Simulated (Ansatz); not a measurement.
We consider rock-salt BaTe, described by PBEsol-D3(BJ) in Ansatz (plane waves, PAW).

Numerical settings: plane-wave cutoff 520 eV, 8×8×8 k mesh, Fermi–Dirac smearing 0.01 eV, scalar-relativistic PAW data made under PBE.

Properties against volume:

| V (Å³/atom) | P (GPa) | direct gap at Γ (eV) | smallest gap on the k mesh (eV) |
|---|---|---|---|
| 37.590 | 2.54 | 2.854 | 1.200 |
| 38.390 | 1.60 | 2.875 | 1.257 |
| 39.190 | 0.76 | 2.893 | 1.310 |
| 39.989 | 0.00 | 2.909 | 1.360 |
| 40.789 | -0.67 | 2.924 | 1.407 |
| 41.589 | -1.28 | 2.936 | 1.451 |
| 42.389 | -1.83 | 2.869 | 1.492 |

The fundamental gap (1.36 eV at the equilibrium volume, with added k points) lies elsewhere than Γ–Γ.

Spin–orbit coupling is not included; with these elements it can move the gap by several tenths of an eV or more.

Ansatz is a program for electronic structure.
